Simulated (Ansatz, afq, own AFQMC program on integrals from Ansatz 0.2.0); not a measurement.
# SiH₃⁺, singlet: a scan with AFQMC

```yaml
atoms:
  - { symbol: Si, position_ang: [0.0000, 0.0000, 0.0000] }
  - { symbol: H, position_ang: [1.4719, 0.0142, -0.0001] }
  - { symbol: H, position_ang: [-0.7483, 1.2676, -0.0029] }
  - { symbol: H, position_ang: [-0.7237, -1.2818, 0.0030] }
```

All coordinates are scaled about the centre. Energies in kcal/mol count from this geometry (1.000) at the same level; the start stands on RHF, each point on the determinant named.

Basis cc-pVDZ. Only valence electrons are correlated. Integrals, coupled cluster, full CI and functionals: Ansatz 0.2.0; the random walks run on the same integrals in our own AFQMC program. ph-AFQMC/CISD is guided by a CISD state made of CCSD amplitudes; releasing the constraint for a short imaginary time cuts its bias at the price of noise, slowly where states lie close. Uncertainties: one standard error, sampling alone.

Cautions, each for one point or more: (T) is large; CCSDTQ on the RHF determinant differs, perhaps since the unrestricted series falls towards higher spin; cluster runs in doubt by the program's own checks; restricted determinant unstable towards unrestricted; strong correlation; the next higher spin lies close; the ph-AFQMC/CISD walk drifts between its halves; unrestricted determinant spin contaminated; walk and cluster series may follow different spin states.

| scale of all distances | det. | T1 | weight | ⟨S²⟩ | CCSD | r2SCAN | CCSD(T) |
| --- | --- | --- | --- | --- | --- | --- | --- |
| 0.864 | RHF | 0.007 | 0.95 | pure | 38.0 | 39.4 | 38.2 |
| 1.113 | RHF | 0.011 | 0.93 | pure | 14.2 | 12.7 | 13.9 |
| 1.307 | RHF | 0.016 | 0.88 | pure | 72.6 | 68.8 | 71.2 |
| 1.496 | RHF | 0.026 | 0.81 | pure | 131.6 | 128.8 | 128.1 |
| 1.737 | UHF‡ | 0.102 | 0.68 | 1.73 | 182.6 | 177.4§ | 180.3 |
| 1.987 | UHF‡ | 0.046 | 0.83 | 1.90 | 200.7 | 201.2§ | 200.1 |
| 2.404 | UHF‡ | 0.011 | 0.94 | 1.99 | 208.2 | 216.5§ | 208.7 |

Question: Estimate the curve of full CI, counted from the same start.

Answer: 
| scale of all distances | det. | T1 | weight | ⟨S²⟩ | FCI | ph-AFQMC/CISD | released AFQMC | CCSDT(Q) |
| --- | --- | --- | --- | --- | --- | --- | --- | --- |
| 0.864 | RHF | 0.007 | 0.95 | pure | 38.3 | 38.3 ± 0.02 | 38.4 ± 0.02 | 38.3 |
| 1.113 | RHF | 0.011 | 0.93 | pure | 13.8 | 13.8 ± 0.04 | 13.8 ± 0.02 | 13.8 |
| 1.307 | RHF | 0.016 | 0.88 | pure | 70.5 | 70.7 ± 0.07 | – | 70.5 |
| 1.496 | RHF | 0.026 | 0.81 | pure | 126.0 | 127.9 ± 0.1 | – | 126.2 |
| 1.737 | UHF‡ | 0.102 | 0.68 | 1.73 | 172.2 | 175.3 ± 0.1 | – | 173.3 |
| 1.987 | UHF‡ | 0.046 | 0.83 | 1.90 | 194.5 | 197.4 ± 0.1 | – | 196.0 |
| 2.404 | UHF‡ | 0.011 | 0.94 | 1.99 | 207.1 | 208.1 ± 0.05 | – | 207.5 |

Weight is that of the determinant in the CISD state; at the start T1 is 0.009 and the weight 0.94. A double dagger marks points where the walks on two determinants ended up to 29.6 kcal/mol apart; the lower is shown. Symmetry can't show for every point that it stays on the start's state. A dash marks a missing value, a released energy that hasn't settled or a functional that sits on another state. § marks a functional whose ⟨S²⟩ is too high by over 0.1. Largest departures from full CI: CCSD(T) 8.1 kcal/mol at 1.737 (on UHF), ph-AFQMC/CISD 3.1 kcal/mol at 1.737 (on UHF), released AFQMC 0.0 kcal/mol at 0.864 (on RHF) (within the noise), CCSDT(Q) 1.5 kcal/mol at 1.987 (on UHF), CCSD 10.4 kcal/mol at 1.737 (on UHF), r2SCAN 2.7 kcal/mol at 1.496. Functionals count only at points shown to share the start's state and spin. In this small basis the wave-function levels are far from their limit, so their gap to the functionals isn't the functionals' error.

CCSDT and higher add their correlation energy to the determinant of the CCSD(T) run, since their own runs factorise the integrals more tightly (a shift of under 2 meV). A walk keeps the symmetry of its determinant, which the program's search chose and which needn't be the lowest solution, so a lower state of the same spin and another symmetry isn't excluded. Released energies are given only where the last usable release times agree within the noise; a slower fall can still hide under it.
